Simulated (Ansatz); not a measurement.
Input file:

```yaml
crystal:
  periodic: [false, false, false]
  atoms:
    - {symbol: N, position_ang: [0.000000, 0.000000, -1.178102]}
    - {symbol: N, position_ang: [0.000000, 0.000000, -0.006984]}
    - {symbol: O, position_ang: [0.000000, 0.000000, 1.185085]}
basis:
  gaussian: {orbitals: 6-31G}
correlation: {method: fic_mrcisd_q, electrons: outside_noble_gas, active_space: {window: {electrons: 16, orbitals: 12}, shells: [{species: "N", l: s, shell: 2}, {species: "N", l: p, shell: 2}, {species: O, l: s, shell: 2}, {species: O, l: p, shell: 2}]}}
```

```sh
$ ansatz run in.yaml --threads 5 --pin off --events-out ev --progress --plain --max-ram 130560MiB --backend cuda --devices 0, --max-vram 75GiB
```

Output:

```
547 factors; integrals over basis functions are off by at most 2.9e-8 eV
mean field evaluation 1: about -4992.1731 eV, gradient 3.4e1 eV
mean field evaluation 2: about -4992.1992 eV, gradient 3.4e1 eV
mean field evaluation 4: about -4994.4977 eV, gradient 3.8e0 eV
mean field evaluation 8: about -4994.5483 eV, gradient 2.3e-1 eV
mean field -4994.54851806 eV, -183.5462726123 hartree, gradient 3.8e-6 eV, S^2 0.000000; 0 other end points of the search recorded, 0 dependent functions left out; unrestricted orbitals would lower it
reference -4994.54851806 eV, -183.5462726123 hartree; 11, 11 occupied and 16, 16 virtual orbitals, 547 factors
state -5001.37437183 eV, -183.7971181113 hartree
contracted CI cycle   1: correlation 0.00000000 eV, 0.0000000000 hartree, residual 1.88e1 eV
contracted CI cycle   2: correlation -3.73275682 eV, -0.1371762829 hartree, residual 3.68e0 eV
contracted CI cycle   3: correlation -3.87984084 eV, -0.1425815212 hartree, residual 8.74e-1 eV
contracted CI cycle   4: correlation -3.88930431 eV, -0.1429292970 hartree, residual 2.13e-1 eV
contracted CI cycle   5: correlation -3.88978154 eV, -0.1429468350 hartree, residual 4.94e-2 eV
contracted CI cycle   6: correlation -3.88980799 eV, -0.1429478071 hartree, residual 1.12e-2 eV
contracted CI cycle   7: correlation -3.88980921 eV, -0.1429478520 hartree, residual 2.29e-3 eV
contracted CI cycle   8: correlation -3.88980927 eV, -0.1429478539 hartree, residual 4.89e-4 eV
state -5001.37437183 eV, -183.7971181113 hartree; corrected -5005.44784402 eV, -183.9468154532 hartree
Total energy: -5005.44784402 eV, -183.9468154532 hartree
Checks for a lower state left out: starts, orbital_swaps
```

Ran on 5 threads of AMD EPYC 7R13 with a whole H100 80 GB, shared host: 5.5 s wall, 1.2 GiB peak host memory.
